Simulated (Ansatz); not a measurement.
HB–CH, doublet in cc-pVDZ: errors against UCCSDT(Q)

Geometry: displaced at random from a stationary point.

```
atom    x (Å)    y (Å)    z (Å)
   B   0.0023  -0.0018   0.6715
   C   0.0015  -0.0180  -0.6897
   H   0.0495   0.0413   1.7902
   H  -0.0533  -0.0215  -1.7721
```

Basis cc-pVDZ; Ansatz 0.2.0. Correlated methods freeze the noble-gas cores, which leaves 9 electrons in 36 orbitals. R marks a restricted (for open shells ROHF) determinant, U an unrestricted one. Active spaces: valence = (9e, 10o) chosen from the atoms' valence shells.

Full CI isn't at hand for all of this; UCCSDT(Q) serves as the reference, and is uncertain by about the last step of the cluster series. The frozen core follows each run's orbitals, which can shift R against U totals by a few meV.

For open shells CISD is restricted-active-space CI with the open shells as a complete middle space.

The UHF ⟨S²⟩ is 0.785 and the T1 diagnostic (RCCSD) is 0.0175. The largest doubles amplitude (RCCSD) is 0.101 and the T1 diagnostic (UCCSD) is 0.0234.

| level | E − E(RHF) (eV) |
| --- | --- |
| UHF | -0.0808 |
| RMP2 | -5.0215 |
| UMP2 | -4.9813 |
| RCCSD | -5.7666 |
| UCCSD | -5.7692 |
| RCCSD(T) | -5.9610 |
| UCCSD(T) | -5.9600 |

(1) Estimate how far UCCSDT(Q) in cc-pVDZ lies from RCCSD(T). The table doesn't fix it; the size of (T) and the diagnostics are the guide.

(1) UCCSDT(Q) in cc-pVDZ lies 0.94 kcal/mol below RCCSD(T), which is 21 % of the (T) step (-4.48 kcal/mol). The diagnostics are small and one determinant leads, so the series closes fast and only a small part of (T) is left.

The other levels:

```tsv
level	E − E(UCCSDT(Q)) (kcal/mol)	share of correlation (%)	wall time
CISD	13.56	90.21	1.8 s
BCCD(T)	0.99	99.29	3.2 s
RCCSDT	0.32	99.77	–
UCCSDT	0.31	99.78	–
RCCSDT(Q)	0.02	99.98	32 s
CASSCF (valence space)	72.12	47.89	–
NEVPT2 (valence space)	17.40	87.43	12 s
MRCISD (valence space)	3.48	97.49	–
MRCISD+Q (valence space)	0.25	99.82	23 s
```

The correlation energy at UCCSDT(Q), counted from RHF, is -6.002 eV. That run took 32 s on 1 thread of Arm Neoverse V1, shared host.

Times hold each run's SCF and search for its determinant on a shared host, so for small cases they say little of a method's own cost; they ran on 1 thread of Arm Neoverse V1.

Natural occupations of CASSCF (valence space) about the gap: 1.982 1.979 1.976 1.937 0.984 0.063 0.028 0.022 0.020 0.010; effectively unpaired electrons, Σ n²(2−n)², 1.04.
